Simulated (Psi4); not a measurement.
# C3H3 (cyclopropenyl radical): USVWN5/def2-SVPD

What is the vertical electron affinity of C3H3 (cyclopropenyl radical) at USVWN5/def2-SVPD? Input form: a Python script.

The results are computed with Psi4 1.11.

## Step 1: Starting point

C3H3 has 6 atoms, charge 0, and is taken as a doublet. SMILES: `[CH]1C=C1`. Geometry: relaxed at PBE0-D4/def2-TZVP.

Bond lengths: C1–C2 1.451 Å, C1–C3 1.451 Å, C2–C3 1.307 Å, C1–H4 1.090 Å, C2–H5 1.077 Å, C3–H6 1.077 Å. Angles: C1–C2–C3 63.2°, C2–C1–C3 53.5°, C1–C3–C2 63.2°, C1–C2–H5 148.3°, C3–C2–H5 148.5°, C2–C1–H4 129.6°, C3–C1–H4 129.6°, C1–C3–H6 148.3°, C2–C3–H6 148.5°.

## Step 2: The energy at USVWN5/def2-SVPD

The input, c3h3.py:

```python
import psi4

psi4.set_memory(2200000000)
psi4.set_num_threads(1)
psi4.set_output_file('psi4.out', False)

molecule = psi4.geometry("""
0 2
C
C 1 1.451222
C 2 1.306988 1 63.2386
H 1 1.089921 2 129.60569 3 114.66435
H 2 1.077274 3 148.46888 1 -179.09497
H 3 1.077263 2 148.47327 5 -0.00513
symmetry c1
""")

options = {'basis': 'def2-SVPD', 'reference': 'uks', 'puream': True, 'e_convergence': 1e-09, 'd_convergence': 1e-08, 'scf_type': 'pk', 'dft_radial_points': 99, 'dft_spherical_points': 590, 'maxiter': 100}
psi4.set_options(options)

energy_value, wavefunction = psi4.energy("scf", dft_functional={"name": "SVWN5", "x_functionals": {"LDA_X": {}}, "c_functionals": {"LDA_C_VWN": {}}}, molecule=molecule, return_wfn=True)
psi4.oeprop(wavefunction, "DIPOLE", "MAYER_INDICES", "MULLIKEN_CHARGES", title="SCF")
print(f'scf energy: {energy_value:.10f} Eh')
for k, v in sorted(psi4.core.scalar_variables().items()):
    print(f'{k:45s} {v:18.10f}')
```

Run with:

```
python c3h3.py
```

psi4.out:

```text
[...]
  Running in c1 symmetry.
[...]
  Nuclear repulsion =   58.270541114478419
[...]
  Multiplicity = 2
[...]
  Nalpha       = 11
  Nbeta        = 10
[...]
    Number of basis functions: 84
[...]
   @UKS iter   1:  -114.46478833776878    1.03479e-01   8.69204e-03 ADIIS/DIIS
[...]
   @UKS iter  12:  -114.78501611744623   -3.75167e-12   6.55130e-09 DIIS
[...]
   @S^2 Observed:                7.518127784E-01
[...]
    Orbital Energies [Eh]
    ---------------------
    Alpha Occupied:
       1A     -9.830168     2A     -9.829433     3A     -9.808323
       4A     -0.820578     5A     -0.524136     6A     -0.519621
       7A     -0.464316     8A     -0.363912     9A     -0.312107
      10A     -0.290257    11A     -0.130989
    Alpha Virtual:
      12A     -0.067124    13A      0.025542    14A      0.034277
      15A      0.040501    16A      0.083700    17A      0.103676
      18A      0.112903    19A      0.139553    20A      0.140677
      21A      0.184492    22A      0.188450    23A      0.201932
      24A      0.214099    25A      0.217151    26A      0.243561
[...]
  @UKS Final Energy:  -114.78501611744623
   => Energetics <=
    Nuclear Repulsion Energy =             58.2705411144784193
    One-Electron Energy =                -269.4984197986837557
    Two-Electron Energy =                 112.5945409039064486
    DFT Exchange-Correlation Energy =     -16.1516783371473451
    Empirical Dispersion Energy =           0.0000000000000000
    VV10 Nonlocal Energy =                  0.0000000000000000
    Total Energy =                       -114.7850161174462329
[...]
 Multipole Moments:
 ------------------------------------------------------------------------------------
     Multipole            Electronic (a.u.)      Nuclear  (a.u.)        Total (a.u.)
 ------------------------------------------------------------------------------------
 L = 1.  Multiply by 2.5417464519 to convert [e a0] to [Debye]
 Dipole X            :          0.3802612           -0.6445389           -0.2642777
 Dipole Y            :         -0.1122142           -0.1356568           -0.2478710
 Dipole Z            :          0.2225479            0.2689854            0.4915333
 Magnitude           :                                                    0.6106454
[...]
  Mulliken Charges: (a.u.)
   Center  Symbol    Alpha    Beta     Spin     Total
       1     C     3.27691  2.48303  0.79388  0.24006
       2     C     2.93966  2.86107  0.07859  0.19927
       3     C     2.93970  2.86101  0.07868  0.19929
       4     H     0.57968  0.52420  0.05548 -0.10387
       5     H     0.63202  0.63533 -0.00332 -0.26735
       6     H     0.63204  0.63535 -0.00332 -0.26739
   Total alpha = 11.00000, Total beta = 10.00000, Total charge =  0.00000
  Mayer Bond Indices:
[...]
```

On the terminal:

```text
scf energy: -114.7850161174 Eh
CURRENT ENERGY                                   -114.7850161174
CURRENT REFERENCE ENERGY                         -114.7850161174
DD SOLVATION ENERGY                                 0.0000000000
DFT FUNCTIONAL TOTAL ENERGY                      -114.7850161174
DFT TOTAL ENERGY                                 -114.7850161174
DFT VV10 ENERGY                                     0.0000000000
DFT XC ENERGY                                     -16.1516783371
GRID ELECTRONS ALPHA                               11.0000000058
GRID ELECTRONS BETA                                10.0000000066
GRID ELECTRONS TOTAL                               21.0000000124
NUCLEAR REPULSION ENERGY                           58.2705411145
ONE-ELECTRON ENERGY                              -269.4984197987
PCM POLARIZATION ENERGY                             0.0000000000
PE ENERGY                                           0.0000000000
SCF ITERATION ENERGY                             -114.7850161174
SCF ITERATIONS                                     12.0000000000
SCF TOTAL ENERGY                                 -114.7850161174
TWO-ELECTRON ENERGY                               112.5945409039
XC GRID RADIAL POINTS                              99.0000000000
XC GRID SPHERICAL POINTS                          590.0000000000
XC GRID TOTAL POINTS                           337112.0000000000
```

Wall time 18 s (1 thread of Intel Xeon Platinum 8259CL at 2.50GHz (Skylake/Cascade Lake), shared host); peak memory 0.52 GiB.

## Step 3: The singlet anion: energy and forces at SVWN5/def2-SVPD

The input, job.py:

```python
import psi4

psi4.set_memory('2200 MB')
psi4.set_num_threads(1)
psi4.set_output_file('psi4.out', False)

m = psi4.geometry("""
-1 1
C     -0.672510    -0.511460    -0.389220
C      0.569550     0.236690    -0.449260
C      0.154530    -0.120620     0.737460
H     -1.684210    -0.200530    -0.649440
H      1.315420     0.727680    -1.051860
H      0.317210    -0.131770     1.802310
symmetry c1
""")

psi4.set_options({
    'basis': 'def2-SVPD',
    'puream': True,
    'e_convergence': 1e-09,
    'd_convergence': 1e-08,
    'scf_type': 'pk',
    'dft_radial_points': 99,
    'dft_spherical_points': 590,
})

e, wfn = psi4.gradient('scf', dft_functional={"name": "SVWN5", "x_functionals": {"LDA_X": {}}, "c_functionals": {"LDA_C_VWN": {}}}, return_wfn=True)
psi4.oeprop(wfn, 'DIPOLE', 'MAYER_INDICES', 'MULLIKEN_CHARGES', title='SCF')
print('gradient / Eh bohr^-1')
print(e.np.round(6))
print(f'energy = {wfn.energy():.10f} Eh')
for k, v in sorted(psi4.core.scalar_variables().items()):
    print(f'{k:45s} {v:18.10f}')
```

Run with:

```
python job.py
```

psi4.out (excerpt; [...] marks lines left out):

```text
[...]
  Running in c1 symmetry.
[...]
  Nuclear repulsion =   58.270541790479662
[...]
  Multiplicity = 1
[...]
  Nalpha       = 11
  Nbeta        = 11
[...]
    Number of basis functions: 84
[...]
   @RKS iter   1:  -114.07223872355186    4.96030e-01   1.22291e-02 DIIS/ADIIS
[...]
   @RKS iter  16:  -114.74396576752837   -3.63798e-12   8.68438e-09 DIIS
[...]
  @RKS Final Energy:  -114.74396576752837
   => Energetics <=
    Nuclear Repulsion Energy =             58.2705417904796619
    One-Electron Energy =                -274.6438560130351902
    Two-Electron Energy =                 118.0110553351134683
    DFT Exchange-Correlation Energy =     -16.3817068800863019
    Empirical Dispersion Energy =           0.0000000000000000
    VV10 Nonlocal Energy =                  0.0000000000000000
    Total Energy =                       -114.7439657675283655
[...]
  -Total Gradient:
     Atom            X                  Y                   Z
    ------   -----------------  -----------------  -----------------
       1        0.030918870924     0.083923950564     0.036103738707
       2       -0.012591366401    -0.027973920135    -0.008359790390
       3       -0.010031885799    -0.025772639152    -0.015755869098
       4        0.012256883582    -0.029924450501    -0.004721318454
       5       -0.014116481158    -0.003436136603     0.007356574376
       6       -0.006435660154     0.003183840726    -0.014623017463
[...]
 Multipole Moments:
 ------------------------------------------------------------------------------------
     Multipole            Electronic (a.u.)      Nuclear  (a.u.)        Total (a.u.)
 ------------------------------------------------------------------------------------
 L = 1.  Multiply by 2.5417464519 to convert [e a0] to [Debye]
 Dipole X            :          0.9422783           -0.0892078            0.8530705
 Dipole Y            :          0.3435399            0.6838863            1.0274262
 Dipole Z            :          0.4328128            0.1747228            0.6075356
 Magnitude           :                                                    1.4671173
[...]
  Mulliken Charges: (a.u.)
   Center  Symbol    Alpha    Beta     Spin     Total
       1     C     2.94345  2.94345  0.00000  0.11309
       2     C     3.02130  3.02130  0.00000 -0.04259
       3     C     3.02132  3.02132  0.00000 -0.04264
[...]
```

The script printed:

```text
gradient / Eh bohr^-1
[[ 0.030919  0.083924  0.036104]
 [-0.012591 -0.027974 -0.00836 ]
 [-0.010032 -0.025773 -0.015756]
 [ 0.012257 -0.029924 -0.004721]
 [-0.014116 -0.003436  0.007357]
 [-0.006436  0.003184 -0.014623]]
energy = -114.7439657675 Eh
CURRENT ENERGY                                   -114.7439657675
CURRENT REFERENCE ENERGY                         -114.7439657675
DD SOLVATION ENERGY                                 0.0000000000
DFT FUNCTIONAL TOTAL ENERGY                      -114.7439657675
DFT TOTAL ENERGY                                 -114.7439657675
DFT VV10 ENERGY                                     0.0000000000
DFT XC ENERGY                                     -16.3817068801
GRID ELECTRONS ALPHA                               11.0000000084
GRID ELECTRONS BETA                                11.0000000084
GRID ELECTRONS TOTAL                               22.0000000168
NUCLEAR REPULSION ENERGY                           58.2705417905
ONE-ELECTRON ENERGY                              -274.6438560130
PCM POLARIZATION ENERGY                             0.0000000000
PE ENERGY                                           0.0000000000
SCF ITERATION ENERGY                             -114.7439657675
SCF ITERATIONS                                     16.0000000000
SCF TOTAL ENERGY                                 -114.7439657675
TWO-ELECTRON ENERGY                               118.0110553351
XC GRID RADIAL POINTS                              99.0000000000
XC GRID SPHERICAL POINTS                          590.0000000000
XC GRID TOTAL POINTS                           337113.0000000000
```

It took 17 s on 1 thread of Intel Xeon Platinum 8259CL at 2.50GHz (Skylake/Cascade Lake), shared host; peak memory 0.52 GiB.

## Step 4: Outcome

At USVWN5/def2-SVPD:

| quantity | value |
| --- | --- |
| doublet C3H3: total energy | -114.78502 Eh |
| doublet C3H3: dipole moment | 1.55 D |
| doublet C3H3: HOMO energy (highest over α and β) | -3.56 eV |
| doublet C3H3: LUMO energy (lowest over α and β) | -2.19 eV |
| doublet C3H3: ⟨S²⟩ | 0.752 |
| singlet anion: total energy | -114.74397 Eh |
| singlet anion: HOMO energy | 4.24 eV |
| singlet anion: LUMO energy | 4.33 eV |
| singlet anion: HOMO–LUMO gap (to an unbound level, set by the basis) | 0.09 eV |
| singlet anion: largest force on an atom | 4.960 eV/Å |
| vertical electron affinity (to the singlet anion) | -1.117 eV |

**Reading.** The anion lies 1.12 eV (26 kcal/mol) above the neutral: the electron isn't bound at this level, and such a value depends on the basis. Mulliken charges (singlet anion) run from -0.36 on H6 to +0.11 on C1; in a basis this large or diffuse they mean little. The HOMO (singlet anion) lies at positive energy, 4.24 eV, as semi-local functionals often give for anions; only total energies tell whether the electron is bound.
